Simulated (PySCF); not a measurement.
**Highest orbital energy against ionisation energy along the second row**

Calculated with PySCF 2.14, no spin-orbit coupling. Each cell gives −ε(HOMO) / ΔSCF in eV; NIST values include spin-orbit coupling, (s) semi-empirical, (t) theoretical.

```
                         species              UHF              LDA              PBE             PBE0           r2SCAN  NIST (lowest levels)
Li (x2c-TZVPPall, spin-free X2C)    5.343 / 5.342    3.163 / 5.472    3.220 / 5.586    3.828 / 5.569    3.252 / 5.388                 5.392
Be (x2c-TZVPPall, spin-free X2C)    8.415 / 8.043    5.596 / 9.022    5.606 / 8.996    6.491 / 8.971    5.747 / 8.789                 9.323
 B (x2c-TZVPPall, spin-free X2C)    8.667 / 8.038    4.094 / 8.636    4.149 / 8.667    5.362 / 8.643    4.571 / 8.763                 8.298
 C (x2c-TZVPPall, spin-free X2C)  11.937 / 10.797   6.091 / 11.678   6.051 / 11.528   7.624 / 11.506   6.546 / 11.661                11.260
 N (x2c-TZVPPall, spin-free X2C)  15.519 / 13.891   8.344 / 14.988   8.224 / 14.710  10.167 / 14.688   8.851 / 14.793                14.534
 O (x2c-TZVPPall, spin-free X2C)  14.165 / 12.007   7.313 / 13.955   7.444 / 14.014   9.383 / 13.814   7.808 / 13.674                13.618
 F (x2c-TZVPPall, spin-free X2C)  18.455 / 15.641  10.215 / 17.911  10.126 / 17.603  12.447 / 17.410  10.666 / 17.504                17.423
Ne (x2c-TZVPPall, spin-free X2C)  23.088 / 19.653  13.377 / 22.136  13.134 / 21.598  15.852 / 21.410  13.842 / 21.449                21.565
```

Q: How far is −ε(HOMO) from ΔSCF on average for each method, and why?

A: UHF 1.52 eV; LDA -5.70 eV; PBE -5.59 eV; PBE0 -3.86 eV; r2SCAN -5.09 eV. Hartree-Fock orbital energies lack relaxation and so exceed the ΔSCF value; semilocal functionals have convex E(N) from self-interaction, so their HOMO lies far too high; exact exchange moves hybrids part of the way back.
